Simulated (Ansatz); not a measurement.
**H₂O (singlet): wave-function methods side by side, 6-31G**

An exercise on one series of results from a longer session: the logs are not shown, and one member is left open.

The runs use Ansatz 0.2.0, Gaussian basis; 6-31G, core rule «outside noble gas», up to 1 orbitals frozen.

Plan: UHF; CCSD(T) on RHF; BCCD(T) on RHF; CISD; CCSDT(Q) on RHF; CISDTQ; CCSDTQ on RHF; CASSCF and MRCISD+Q, 8 electrons in 6 orbitals; CASSCF and NEVPT2, 8 electrons in 6 orbitals; Full CI.

9 further runs of the same task are left out: 9 set aside as unsound or not needed.

### What is computed

The geometry is an MP2(full)/6-31G* stationary point (not a proven minimum).

3 atoms, charge 0, spin multiplicity 1.

Atoms are counted from 1 here; the program's logs count them from 0.

Bond lengths: O1–H2 0.969 Å, O1–H3 0.969 Å. Angles: H2–O1–H3 104.0°.

The first run:

Input file in.yaml:

```yaml
crystal:
  periodic: [false, false, false]
  atoms:
    - {symbol: O, position_ang: [0.000000, 0.000000, 0.066726]}
    - {symbol: H, position_ang: [0.000000, 0.763239, -0.529583]}
    - {symbol: H, position_ang: [0.000000, -0.763239, -0.529583]}
basis:
  gaussian: {orbitals: 6-31G}
magnetization: {spin_polarized: true, initial_magnetization: 0}
hamiltonian: {xc: hf}
output: {orbitals: {seedname: orbitals}}
```

On the command line:

```bash
$ ansatz run in.yaml --threads 1 --pin off --events-out ev --progress --plain --max-ram 5632MiB --backend cpu
```

Among the steps run: UHF; CCSD(T) on RHF; BCCD(T) on RHF; CISD; CCSDT(Q) on RHF; CISDTQ; CCSDTQ on RHF; CASSCF and MRCISD+Q, 8 electrons in 6 orbitals; CASSCF and NEVPT2, 8 electrons in 6 orbitals; Full CI.

One of the session's tables, all rows but one given; the rest of the session is left out.

```
          method  from FCI (kcal/mol)
             RHF               +86.03
            RMP2                +5.18
            CISD                +4.34
           RCCSD                +0.98
        RCCSD(T)                +0.34
         BCCD(T)                +0.34
          RCCSDT                    ?
          CISDTQ                +0.11
       RCCSDT(Q)                -0.01
         RCCSDTQ                +0.01
  CASSCF valence               +50.69
  NEVPT2 valence                +6.54
  MRCISD valence                +1.64
MRCISD+Q valence                +0.47
             FCI                    0
```

Estimate the missing values for RCCSDT.

**Answer.** from FCI (kcal/mol): +0.28. In the column «from FCI (kcal/mol)» it lies between CISDTQ (+0.11) and RCCSD(T) (+0.34).

With the free atoms at the same levels and basis (separate runs), the atomisation energy is 7.768 eV at FCI, 7.755 eV at RCCSD(T), 5.623 eV at RHF.
